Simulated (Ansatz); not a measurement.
Solid bromine was calculated with PBE (PAW; Ansatz, a program for electronic structure).

Run with plane-wave cutoff 500 eV, 6×6×4 k mesh (along the axes of the cell as run), gaussian smearing 0.02 eV, scalar-relativistic PAW data made under PBE.

Computed at the level's own relaxed cell.

**Question.** What does this level give for the equilibrium volume per atom, equilibrium lattice constant a, lattice parameter b and lattice parameter c?

**Answer.** 
* **equilibrium volume per atom**: 40.47 Å³/atom
* **equilibrium lattice constant a**: 8.702 Å
* **lattice parameter b**: 4.270 Å
* **lattice parameter c**: 8.714 Å

Note: the cell comes from a level without a dispersion term, which matters for the spacing of layers, chains or molecules.

The computed numbers hold no vibrational or temperature effects.
